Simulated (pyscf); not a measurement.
Structures and frequencies: ωB97X-D3(BJ)/def2-SVP in PySCF. MP2 and CC: frozen core, UHF for open shells. ΔMP2 is the change of the MP2 total energy from the triple- to the quadruple-zeta basis.

Question: What is the homolytic dissociation enthalpy (298 K, CCSD(T)/def2-TZVPP + ΔMP2(QZVPP)) of the B–C bond of H₃C–CH₂–BH–OH, to •H₂C–CH₃ + [HB–OH]•?

Answer: B–C to •H₂C–CH₃ + [HB–OH]•: 4.42 eV. The radicals are drawn with the spin at the cut bond; how far it spreads was not checked. H₃C–CH₂–BH–OH lies 0.59 eV over its isomer H₃C–B(CH₃)–OH, and others may lie lower still (electronic energy, ωB97M-D3(BJ)). [HB–OH]• lies 0.25 eV over its isomer H₂B–O•, and others may lie lower still (electronic energy, ωB97M-D3(BJ)). Other isomers of •H₂C–CH₃ were not searched in full and may lie lower. The CCSD(T) − MP2 part came from Ansatz, without density fitting, on the same reference.
